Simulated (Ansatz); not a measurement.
Calculation: frozen-core CCSD(T)/cc-pVTZ // r2SCAN-D4/def2-TZVP (Ansatz, a first-principles code).

Ansatz 0.2 input:
```yaml
crystal:
  periodic: [false, false, false]
  atoms:
    - { symbol: C, position_ang: [-0.570616, 0.007071, 0.018092] }
    - { symbol: N, position_ang: [0.848936, 0.263842, -0.217292] }
    - { symbol: H, position_ang: [-1.016985, 0.878869, 0.501373] }
    - { symbol: H, position_ang: [-1.075152, -0.122565, -0.941843] }
    - { symbol: H, position_ang: [-0.794386, -0.874052, 0.638514] }
    - { symbol: H, position_ang: [1.277253, -0.538803, -0.66555] }
    - { symbol: H, position_ang: [1.330949, 0.385638, 0.666708] }
basis:
  gaussian: { orbitals: cc-pVTZ }
correlation:
  method: ccsd_t
```

Output:

```
Functional definition: HF
726 factors; integrals over basis functions are off by at most 1.0e-3 eV
mean field evaluation 1: about -2590.0445 eV, gradient 2.9e1 eV
mean field evaluation 2: about -2590.0452 eV, gradient 2.9e1 eV
mean field evaluation 4: about -2591.9444 eV, gradient 2.6e0 eV
mean field evaluation 8: about -2591.9666 eV, gradient 1.4e-4 eV
mean field evaluation 16: about -2591.9655 eV, gradient 4.9e-1 eV
mean field -2591.96657412 eV, -95.2530147010 hartree, gradient 2.7e-6 eV, S^2 0.000000; 0 other end points of the search recorded, 0 dependent functions left out
2 core orbitals not correlated
reference -2591.96657412 eV, -95.2530147010 hartree; 7, 7 occupied and 121, 121 virtual orbitals, 726 factors
second order -11.00958929 eV of doubles, -0.00000000 eV of singles
cycle   1  -11.37832498 eV  change   -3.7e-1 eV  update   5.6e-2
cycle   2  -11.63705440 eV  change   -2.6e-1 eV  update   1.6e-2
cycle   3  -11.66914074 eV  change   -3.2e-2 eV  update   5.5e-3
cycle   4  -11.66892256 eV  change    2.2e-4 eV  update   1.3e-3
cycle   5  -11.66938204 eV  change   -4.6e-4 eV  update   4.3e-4
cycle   6  -11.66946349 eV  change   -8.1e-5 eV  update   1.6e-4
cycle   7  -11.66943082 eV  change    3.3e-5 eV  update   6.5e-5
cycle   8  -11.66943403 eV  change   -3.2e-6 eV  update   2.7e-5
cycle   9  -11.66942781 eV  change    6.2e-6 eV  update   6.5e-6
perturbative correction -0.40283003 eV, -0.0148037304 hartree
Total energy: -2604.03883196 eV, -95.6966619936 hartree
```

Cost: about 7 core-seconds (a rough figure).
